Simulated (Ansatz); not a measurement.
Abridged output of a molecular run in Ansatz:

```
Functional definition: HF
1725 factors; integrals over basis functions are off by at most 8.3e-4 eV
mean field evaluation 1: about -8755.5692 eV, gradient 4.8e1 eV
mean field evaluation 2: about -8755.9381 eV, gradient 4.8e1 eV
mean field evaluation 4: about -8760.8188 eV, gradient 4.6e0 eV
mean field evaluation 8: about -8760.8899 eV, gradient 3.0e-1 eV
mean field -8760.89030612 eV, -321.9567804053 hartree, gradient 2.2e-6 eV, S^2 0.000000; 0 other end points of the search recorded, 0 dependent functions left out
6 core orbitals not correlated: weight in the atoms' cores, before any rotation towards them, 1.000 or more for the frozen orbitals, at most 0.000 for the correlated occupied ones
reference -8760.89030612 eV, -321.9567804053 hartree; 18, 18 occupied and 260, 260 virtual orbitals, 1725 factors
second order -32.16107787 eV of doubles, -0.00000000 eV of singles
cycle   1  -32.12045203 eV  change    4.1e-2 eV  update   1.1e-1
cycle   2  -32.87149814 eV  change   -7.5e-1 eV  update   3.2e-2
cycle   3  -33.02763019 eV  change   -1.6e-1 eV  update   1.5e-2
cycle   4  -33.01208857 eV  change    1.6e-2 eV  update   3.5e-3
cycle   5  -33.01249195 eV  change   -4.0e-4 eV  update   1.8e-3
cycle   6  -33.01377109 eV  change   -1.3e-3 eV  update   6.0e-4
cycle   7  -33.01334773 eV  change    4.2e-4 eV  update   2.6e-4
cycle   8  -33.01323870 eV  change    1.1e-4 eV  update   7.4e-5
cycle   9  -33.01326033 eV  change   -2.2e-5 eV  update   2.8e-5
perturbative correction -1.34316548 eV, -0.0493604209 hartree
Total energy: -8795.24673193 eV, -323.2193557660 hartree
```

Its atoms:

Cartesian coordinates in Å:
```
C 0.361 0.975 -1.058
C -0.093 -0.176 -0.196
N -0.445 -1.290 -0.962
O 0.827 -0.416 0.905
C -0.172 0.086 1.761
O -1.130 0.179 0.725
H -0.425 1.242 -1.765
H 1.264 0.702 -1.608
H 0.588 1.835 -0.430
H -0.592 -2.114 -0.397
H 0.195 -1.475 -1.719
H 0.085 1.066 2.187
H -0.463 -0.612 2.556
```

Q: Which basis set was used?
A. def2-SVP
B. def2-TZVPP
C. cc-pV(D+d)Z
D. def2-QZVPP

A: B. It gives 284 functions.

Q: Write the keys of the input that set method, charge and spin (a neutral closed shell needs none for the last two).

A: 
```yaml
correlation: {method: ccsd_t}
```
